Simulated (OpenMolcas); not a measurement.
# B97-2/ANO-R2 (DKH1) run of SOF2 (thionyl fluoride)

What is the vertical electron affinity of SOF2 (thionyl fluoride) at B97-2/ANO-R2 (DKH1)? 

Program for the calculation: OpenMolcas 26.06.

### Step 1. The system as given

SOF2 has 4 atoms, charge 0, and is taken as a singlet. SMILES: `O=S(F)F`. The coordinates come from a PBE0-D4/def2-TZVP relaxation.

Bond lengths: O1–S2 1.419 Å, S2–F3 1.588 Å, S2–F4 1.588 Å. Angles: O1–S2–F3 106.5°, O1–S2–F4 106.4°, F3–S2–F4 93.0°.

### Step 2. A single-point energy at B97-2/ANO-R2 (DKH1)

job.inp reads:

```
* F2OS Kohn-Sham DFT
>>> EXPORT MOLCAS_PRINT=2

&GATEWAY
 Coord
 4
 angstrom
 O        0.932400       0.066600      -1.017800
 S       -0.151300      -0.426200      -0.245700
 F       -1.124400       0.804200       0.000400
 F        0.343300      -0.444600       1.263100
 Basis=ANO-R2
 Group=NoSym

&SEWARD
 Relativistic=R01O00
 Expert

&SCF
 KSDFT=HYB_GGA_XC_B97_2
 PrOrbitals=0
```

Run with:

```
export MOLCAS_MEM=1860
pymolcas job.inp > job.log
```

Standard output (excerpt; [...] marks lines left out):

```text
--- Start Module: gateway ---
[...]
--- Stop Module: gateway /rc=_RC_ALL_IS_WELL_ ---
--- Start Module: seward ---
[...]
 ###    WARNING:  EXPERT option is ON!                                       ###
 ###############################################################################
               SEWARD will generate:
[...]
      Basis functions          138
--- Stop Module: seward /rc=_RC_ALL_IS_WELL_ ---
[...]
--- Start Module: scf ---
[...]
       Convergence after  13 Iterations
[...]
::    Total KS-DFT energy                            -674.7258393139
[...]
      Total spin, S                                     0.0000000000
[...]
      Total electronic charge=   42.000000
      Total            charge=   -0.000000
[...]
      Dipole Moment (debye):
      Origin of the operator (angstrom)=   -0.0554   -0.0666   -0.0015
                   X= -1.1390E+00               Y= -1.2678E+00               Z=  6.9550E-02           Total=  1.7058E+00
      Quadrupole Moment (debye*angstrom):
[...]
--- Stop Module: scf /rc=_RC_ALL_IS_WELL_ ---
[...]
```

It took 47 s on 1 thread of Arm Neoverse V1, shared host; peak memory 1.1 GiB.

### Step 3. The doublet anion, same level

job.input reads:

```
* F2OS Kohn-Sham DFT
>>> EXPORT MOLCAS_PRINT=2

&GATEWAY
 Coord
 4
 angstrom
 O        0.932400       0.066600      -1.017800
 S       -0.151300      -0.426200      -0.245700
 F       -1.124400       0.804200       0.000400
 F        0.343300      -0.444600       1.263100
 Basis=ANO-R2
 Group=NoSym

&SEWARD
 Relativistic=R01O00
 Expert

&SCF
 UHF
 Charge=-1
 Spin=2
 KSDFT=HYB_GGA_XC_B97_2
 PrOrbitals=0
```

Run with:

```
export MOLCAS_MEM=1860
pymolcas job.input > job.log
```

Standard output (excerpt; [...] marks lines left out):

```text
--- Start Module: gateway ---
[...]
--- Stop Module: gateway /rc=_RC_ALL_IS_WELL_ ---
--- Start Module: seward ---
[...]
 ###    WARNING:  EXPERT option is ON!                                       ###
 ###############################################################################
               SEWARD will generate:
[...]
      Basis functions          138
--- Stop Module: seward /rc=_RC_ALL_IS_WELL_ ---
[...]
--- Start Module: scf ---
[...]
       Convergence after  18 Iterations
[...]
::    Total KS-DFT energy                            -674.6673925074
[...]
      Total spin, S                                     0.5022876103
[...]
      Total electronic charge=   43.000000
      Total            charge=   -1.000000
[...]
      Dipole Moment (debye):
      Origin of the operator (angstrom)=   -0.0554   -0.0666   -0.0015
                   X= -1.0727E+00               Y= -4.3661E-02               Z=  1.2035E+00           Total=  1.6128E+00
      Center of Charge (angstrom)
[...]
--- Stop Module: scf /rc=_RC_ALL_IS_WELL_ ---
[...]
```

Wall time 65 s (1 thread of Arm Neoverse V1, shared host); peak memory 1.1 GiB.

### Step 4. Outcome

Level: B97-2/ANO-R2 (DKH1).

| quantity | value |
| --- | --- |
| singlet SOF2: total energy | -674.72584 Eh |
| singlet SOF2: dipole moment | 1.71 D |
| singlet SOF2: HOMO energy | -9.43 eV |
| singlet SOF2: LUMO energy | -1.18 eV |
| singlet SOF2: HOMO–LUMO gap | 8.25 eV |
| doublet anion: total energy | -674.66739 Eh |
| doublet anion: HOMO energy (highest over α and β) | 4.34 eV |
| doublet anion: LUMO energy (lowest over α and β) | 6.52 eV |
| doublet anion: ⟨S²⟩ | 0.755 |
| vertical electron affinity (to the doublet anion) | -1.590 eV |

**Reading.** The anion lies 1.59 eV (37 kcal/mol) above the neutral: the electron isn't bound at this level, and such a value depends on the basis. Without diffuse functions anions come out too high. Mulliken charges (singlet SOF2) run from -0.38 on O1 to +0.85 on S2; they depend strongly on the basis. Mulliken charges (doublet anion) run from -0.58 on O1 to +0.32 on S2; they depend strongly on the basis. The HOMO (doublet anion) lies at positive energy, 4.34 eV; only total energies tell whether the electron is bound.
